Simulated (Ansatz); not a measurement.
bcc W was calculated with rVV10 in Ansatz (PAW).

Numerical settings: plane-wave cutoff 520 eV, 24×24×24 k mesh, Fermi–Dirac smearing 0.05 eV, no spin polarisation, scalar-relativistic PAW data made under PBE.

Pressure at four volumes; x = ln(V/16.433 Å³). One pressure is withheld.

```
V (Å³/atom)        x  P (GPa)
-----------  -------  -------
15.447       -0.0619    20.94
16.433        0.0000     0.00
17.091        0.0393   -10.76
17.419        0.0583        ?
```

Pass a parabola P(x) through the three rows shown, estimate the bulk modulus and its pressure derivative near zero pressure, and predict the withheld pressure.

Slopes between the rows: (0.00 − (20.94))/(0.0000 − (-0.0619)) = -338.29 and (-10.76 − (0.00))/(0.0393 − (0.0000)) = -273.79 GPa. Their difference over the span 0.1012 is c = 64.50/0.1012 = 637.4 GPa, so P(x) = 20.94 + (-338.29)(x − (-0.0619)) + 637.4 (x − (-0.0619))(x − (0.0000)). At the middle row B = −dP/dx = −[-338.29 + 637.4 × 0.0619] = 298.8 GPa, and B′ = dB/dP = 2c/B = 4.3. At x = 0.0583 the parabola gives -15.26 GPa; the run gives -15.35 GPa. The Birch–Murnaghan fit to the energies at all volumes has B0 = 298 GPa and B′ = 4.2.

Measured, for comparison: bulk modulus 312 GPa (zero-point energy and finite temperature contributions removed, sources range from 300 to 328; as tabulated in doi:10.1021/acs.jctc.3c00612). Computed less measured: bulk modulus -4.5 % (-0.7 % to -9 % over the range).

Spin–orbit coupling is not included.

Ansatz is a quantum-chemistry and plane-wave program.
